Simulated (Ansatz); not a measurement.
What does this script print? It uses Ansatz 0.2.0 through its Python package.

`states_ch5bs.py`
```python
import ansatz
from ase import Atoms
import numpy as np


def main() -> None:
    atoms = Atoms(["C", "B", "S", "H", "H", "H", "H", "H"], positions=[
        (-0.5866, 0.7058, -0.2726),
        (0.6886, -0.0854, -0.0417),
        (0.781, -1.252, 1.4134),
        (-1.4142, 0.0661, -0.4273),
        (-0.5181, 1.3713, -1.2096),
        (-0.8294, 1.4188, 0.5905),
        (1.6324, 0.0286, -0.7784),
        (0.3385, -2.3103, 0.67),
    ])
    system = ansatz.Crystal.molecule_from_ase(atoms)
    symbols = [site.symbol for site in system.cartesian_sites]

    start = np.array([site.position_ang for site in system.cartesian_sites])
    for factor in [1.0, 1.5]:
        xyz = (start - start.mean(axis=0)) * factor
        scaled = ansatz.Crystal.molecule()
        for symbol, place in zip(symbols, xyz):
            scaled = scaled.atom(symbol, place.tolist())
        setup = (
            scaled.calculation()
            .basis(gaussian="6-31G*")
            .functional("PBE0", dispersion="d3bj")
            .spin("collinear")
        )
        for search in ("off", "standard"):
            try:
                r = setup.scf(lower_state_search=search).run(threads=1).report
            except ansatz.AnsatzError as error:
                print(f"x{factor} search {search}: {type(error).__name__}")
                continue
            state = r["mean_field"]["state"]
            print(f"all distances x{factor}, search {search:8s} E = {r['free_energy_ev']:.5f} eV  <S^2> = {abs(state['spin_squared']):.3f}  other states met: {len(r['mean_field']['others'])}")


if __name__ == "__main__":
    main()
```

```console
$ python states_ch5bs.py
all distances x1.0, search off      E = -12623.43114 eV  <S^2> = 0.000  other states met: 0
all distances x1.0, search standard E = -12623.43114 eV  <S^2> = 0.000  other states met: 0
all distances x1.5, search off      E = -12607.38520 eV  <S^2> = 0.000  other states met: 0
all distances x1.5, search standard E = -12607.38520 eV  <S^2> = 0.000  other states met: 3
```

Notes:
- Total energies depend on the basis set; only differences at equal settings carry meaning.
- The count of other states can hold repeated and symmetry-equivalent ends of the search; scaling all distances is a test, and for more than two atoms no physical path.
- The structure is a rough, unrelaxed start.
- Timing: 10 s on 1 thread of Arm Neoverse V1, on a shared host, peak memory 0.19 GiB.
